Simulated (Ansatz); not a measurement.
Born–Oppenheimer molecular dynamics of CH$_{4}$AlCl (7 atoms, charge 0, multiplicity 1). It starts at the highest image of a converged band. Of that band: Neighbouring images differ by up to 3.5 eV, so the band resolves the path poorly. A vibrational analysis at the climbing image gives one clearly imaginary mode, 1929i cm⁻¹: a first-order saddle point.

Computed with RHF/def2-SVP in Ansatz.

```json
{
  "ensemble": "NVE (velocity Verlet)",
  "time step": "0.5 fs",
  "steps asked": "200",
  "starting velocities drawn for": "100 K",
  "seed": "3214"
}
```

First frame:

```xyz
7
Properties=species:S:1:pos:R:3
Al 0.469 -0.049 -0.504
C 1.151 -0.043 1.592
H 0.444 -0.735 2.065
H 2.154 -0.267 1.956
H 0.911 0.995 1.859
H 1.873 -0.372 0.111
Cl -1.563 0.470 -0.298
```

(1) How far do the bonds stretch over the last three quarters of this one trajectory? (Pairs bonded in most of those frames.)

## Answers

(1) 
```
   bond  mean (Å)  spread (Å)  shortest  longest
Al1–Cl7     2.197       0.083      2.07     2.31
  C2–H3     1.095       0.020      1.06     1.14
  C2–H4     1.103       0.048      1.01     1.19
  C2–H5     1.093       0.016      1.06     1.12
```

Pairs bonded in part of these frames only: C2–H6 60 %.

Mean temperature of the second half: 4674 K. The conserved energy stayed within 4.9 meV per atom of its start (net change 4.1 meV per atom), so there is no drift, though single steps change it by up to 37 meV in the whole system, a sign of fast motions only just resolved. The kinetic energy rose, since the run started high on the potential surface and went downhill. It ends in pieces (AlCl + CH4), so much of that is their flight and rotation, not heat. A run of 0.1 ps of so small a system gives no equilibrium averages. The orbitals stay closed-shell, which can raise the energy where a bond breaks towards radicals; this wasn't checked here.

Run time: 2.6 min on 1 thread of Arm Neoverse V1, on a shared host, peak memory 0.12 GiB.
